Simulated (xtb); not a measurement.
Job for xtb: GFN-FF on C2H6O (a complex).

```
$ xtb mol.xyz --gfnff --sp --chrg 0 --uhf 0
9

C      0.01058825    -0.66806246     1.29820809
C      0.01058825     0.66806246     1.29820809
H      0.86863216     1.23267933     0.95426815
H     -0.84608285     1.23258495     1.64525385
H     -0.84608285    -1.23258495     1.64525385
H      0.86863216    -1.23267933     0.95426815
H     -0.79685627     0.00000000    -2.50911038
O      0.04347445     0.00000000    -2.04834054
H     -0.19067546     0.00000000    -1.11576944
```

Problem. Give the final energy of this run.

Solution. -1.2882 hartree.
